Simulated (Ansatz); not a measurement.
## Structure relaxation of Ca3W

All numbers below come from DFT PBE, scalar-relativistic, plane waves, PAW in Ansatz 0.2.0. Cutoff 420 eV, Γ-centred k mesh, Gaussian smearing, no spin polarisation in the final step.

The start puts Ca3W on the Cu3Au (L1_2) structure type (Pm-3m, No. 221), with W in place of Au, Ca in place of Cu, at a guessed volume.

```yaml
crystal:
  lattice:
    - [4.61634, 0.00000, 0.00000]
    - [0.00000, 4.61634, 0.00000]
    - [0.00000, 0.00000, 4.61634]
  atoms:
    - { symbol: Ca, position: [0.00000, 0.50000, 0.50000] }
    - { symbol: Ca, position: [0.50000, 0.00000, 0.50000] }
    - { symbol: Ca, position: [0.50000, 0.50000, 0.00000] }
    - { symbol: W, position: [0.00000, 0.00000, 0.00000] }
```

Cell and atoms relax at zero pressure; the relaxation can't lower the symmetry of the start. After a coarse first stage the cell is made exact in the group found at 0.06 Å.

Energies over the elements count from the elements' standard structures at the same level, with no empirical corrections.

Q: Describe the relaxed structure.

A: It keeps Pm-3m (No. 221). The result has the Cu3Au (L1_2) structure. Conventional cell: a = 4.837 Å. Ca is coordinated by 4 W at 3.42 Å and 8 Ca at 3.42 Å; W is coordinated by 12 Ca at 3.42 Å.

```
Ca W
1.0
     4.83748    0.00000    0.00000
     0.00000    4.83748    0.00000
     0.00000    0.00000    4.83748
Ca W
3 1
Direct
  0.00000 0.50000 0.50000
  0.50000 0.00000 0.50000
  0.50000 0.50000 0.00000
  0.00000 0.00000 0.00000
```

Q: What are its volume, energy, density and gap?

A: The volume per atom is 28.30 Å³. The density is 4.46 g/cm³, the energy over the elements is 1.00 eV/atom and the gap on the 10×10×10 mesh is 0 eV (a metal).

The final run used a 10×10×10 mesh on its 4-atom cell and 0.10 eV smearing. The k mesh leaves about 4 meV/atom of noise in metals. Spin–orbit coupling is left out. Symmetry constrained the relaxation, so the result can be a saddle point.

Cost: 3 runs of about 0.81 core-minutes in all, on Intel Xeon Platinum 8259CL (Skylake/Cascade Lake) (shared hosts).